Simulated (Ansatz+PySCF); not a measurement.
# singlet C₂H₂O₂: levels of theory in one basis

| atom | x (Å) | y (Å) | z (Å) |
| --- | --- | --- | --- |
| C | 0.0000 | 0.0263 | -0.8204 |
| C | 0.0000 | -0.0263 | 0.8204 |
| O | 0.0000 | 1.1494 | -1.4659 |
| O | 0.0000 | -1.1494 | 1.4659 |
| H | 0.0000 | -1.0585 | -1.3526 |
| H | 0.0000 | 1.0585 | 1.3526 |

Basis set: def2-SVP (spherical functions). Left uncorrelated: 4 orbitals. Charge 0, multiplicity 1.

Computed with Ansatz (development build ahead of 0.2.0); each method stands on the lowest determinant of its kind that the runs found. NEVPT2 correlates all electrons. Active spaces start from the frontier orbitals, and the lowest solution found is given.

```json
{"method": "RHF", "E − E(RHF) (eV)": "0.00", "<S²> of the determinant": "0.00"}
{"method": "UHF", "E − E(RHF) (eV)": "-0.35", "<S²> of the determinant": "0.72"}
{"method": "RHF-MP2", "E − E(RHF) (eV)": "-17.54", "<S²> of the determinant": "–"}
{"method": "UHF-MP2", "E − E(RHF) (eV)": "-15.94", "<S²> of the determinant": "0.72"}
{"method": "RHF-CCSD(T)", "E − E(RHF) (eV)": "-18.65", "<S²> of the determinant": "–"}
{"method": "CASSCF(4,4)", "E − E(RHF) (eV)": "-2.33", "<S²> of the determinant": "–"}
{"method": "SC-NEVPT2(4,4)", "E − E(RHF) (eV)": "-17.66", "<S²> of the determinant": "–"}
```

What does RHF-CCSD give on the same scale?

-17.93 eV.

Is a single determinant a sound starting point here?

It is doubtful. Unrestricted orbitals lower Hartree–Fock by 0.35 eV and <S²> is 0.72 where a pure state has 0.00, a sign of strong static correlation. The CASSCF(4,4) natural occupations are 1.90, 1.87, 0.15, 0.09.

Caution for RHF, RHF-MP2, RHF-CCSD, RHF-CCSD(T): an unrestricted determinant lies well below. Caution for UHF, UHF-MP2: the unrestricted determinant is spin contaminated; the determinant breaks the point group. Caution for UHF-MP2: another reference gives a lower total. Caution for CASSCF(4,4), SC-NEVPT2(4,4): other starts end on other solutions of this active space.
